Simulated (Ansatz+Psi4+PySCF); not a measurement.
## doublet C2H3: levels of theory in one basis

```xyz
5

C     0.0474   -0.6054    0.0070
C     0.0520    0.7271    0.0252
H    -0.8569   -1.1462    0.0217
H     0.9601   -1.1334    0.0191
H    -0.6899    1.5118   -0.0267
```

Basis set: cc-pVTZ (spherical functions). Left uncorrelated: 2 orbitals. Correlation on ROHF uses semicanonical orbitals with singles. Charge 0, multiplicity 2.

Computed with Ansatz (development build ahead of 0.2.0) and Psi4 1.11; each method stands on the lowest determinant of its kind that the runs found.

| method | E − E(ROHF) (eV) | <S²> of the determinant |
| --- | --- | --- |
| ROHF | 0.00 | 0.75 |
| UHF | -0.25 | 0.99 |
| ROHF-MP2 | -8.20 | – |

Question: What does UHF-MP2 give on the same scale?

Answer: -7.92 eV.

Caution for UHF, UHF-MP2: the unrestricted determinant is spin contaminated.
